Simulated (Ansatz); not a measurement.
Reaction (substitution at a C–O bond): `OCOC(F)F` + `NCS` → `NCSCO` + `OC(F)F`

Program: Ansatz. Geometries: PBE0-D4/def2-TZVP. ΔE: electronic, gas phase. CCSD(T)/CBS is the MP2 limit (def2-TZVPP, def2-QZVPP) plus CCSD(T) − MP2 in def2-TZVPP, frozen cores. DFT in def2-TZVPP. B3LYP here is the variant with VWN-RPA as its local correlation; programs differ in this. One conformer a species, not always the lowest.

`OCOC(F)F`:

```xyz
10

O     1.254    0.750    0.933
C    -0.118    0.753    0.732
O    -0.475    0.360   -0.581
C    -0.275   -0.958   -0.846
F    -1.256   -1.709   -0.284
F    -0.359   -1.114   -2.172
H     1.648    1.443    0.395
H    -0.561    1.745    0.844
H    -0.544    0.067    1.467
H     0.687   -1.337   -0.487
```

`NCS`:

```xyz
8

N    -0.475    0.974    0.350
C    -0.035   -0.116   -0.491
S     1.679   -0.601   -0.167
H    -1.410    1.266    0.090
H    -0.496    0.695    1.322
H    -0.036    0.222   -1.530
H    -0.646   -1.026   -0.444
H     1.419   -1.414    0.870
```

`NCSCO`:

```xyz
12

N     1.978   -0.992    0.813
C     0.608   -0.627    0.637
S     0.212   -0.075   -1.075
C    -1.471    0.522   -0.818
O    -1.563    1.672   -0.023
H     2.243   -1.756    0.206
H     2.597   -0.213    0.625
H    -0.032   -1.481    0.868
H     0.348    0.190    1.309
H    -1.881    0.672   -1.823
H    -2.061   -0.248   -0.317
H    -0.978    2.337   -0.400
```

`OC(F)F`:

Z-matrix (Å, degrees):
```
C
F 1 1.355
F 1 1.355 2 105.7
O 1 1.346 2 111.4 3 -121.2
H 1 1.091 2 109.4 3 117.7
H 4 0.966 1 108.8 2 58.9
```

Problem. Is it downhill or uphill in electronic energy at CCSD(T)/CBS, and by how much? (Best estimate.)

Solution. The calculation gave: Downhill: ΔE = -32.2 kJ/mol.

Problem. What do these levels give: PBE0-D4, B3LYP-D4, ωB97X-V, PBE, r2SCAN, PBE0, B3LYP, MP2/def2-TZVPP, SCS-MP2/def2-TZVPP, CCSD/def2-TZVPP, CCSD(T)/def2-TZVPP, HF/CBS(def2)? (Best estimate.)

Solution. Ansatz gave: PBE0-D4 -35.3, B3LYP-D4 -32.0, ωB97X-V -27.0, PBE -37.8, r2SCAN -34.2, PBE0 -33.8, B3LYP -29.2, MP2/def2-TZVPP -34.5, SCS-MP2/def2-TZVPP -29.1, CCSD/def2-TZVPP -24.4, CCSD(T)/def2-TZVPP -27.3, HF/CBS(def2) -14.4 kJ/mol.

Largest T1 diagnostic among the species: 0.012.

From PBE to PBE0 (25 % exact exchange), in def2-TZVPP and without D4, ΔE moves by +4.0 kJ/mol. In def2-TZVPP, CCSD(T) changes the Hartree–Fock value by −12.5 kJ/mol (the triples alone add −2.9 kJ/mol) and MP2 by −19.7 kJ/mol.
